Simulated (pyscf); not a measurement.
CH₄ + H₃C–InH–OH → H₃C–InH–CH₃ + H₂O, a four-centre exchange (singlet surface; C–H, In–O broken, C–In, H–O formed). Structures and frequencies: ωB97X-D3(BJ)/def2-SVP in PySCF. Energies in kcal/mol from the separated reactants.

GFN2-xTB: tblite. 

Q: In single points GFN2-xTB puts the saddle at 37.5 kcal/mol and the reaction energy at +32.3 kcal/mol. Should these be trusted to within a few kcal/mol? Compare with ωB97M-D3(BJ)/def2-TZVP.

A: ωB97M-D3(BJ)/def2-TZVP gives ΔE‡ = 29.1 kcal/mol and ΔE = +17.9 kcal/mol. GFN2-xTB lies 8.4 kcal/mol over it in the barrier and 14.4 kcal/mol over it in the reaction energy, so on this step it does not hold to within 3.0 kcal/mol. ωB97M-D3(BJ)/def2-TZVP has limits of its own. On the product side the descent ends in an adduct with a In–O contact, 13.0 kcal/mol under the separated species and 22.9 kcal/mol under the saddle at ωB97X-D3(BJ)/def2-TZVP. What is counted as broken (In–O) persists as a longer contact in the product adduct; parting that adduct is a step of its own. This is the saddle that the search found; another between the same sides may lie lower. In the def2 sets elements past Kr carry core potentials, without spin-orbit coupling.
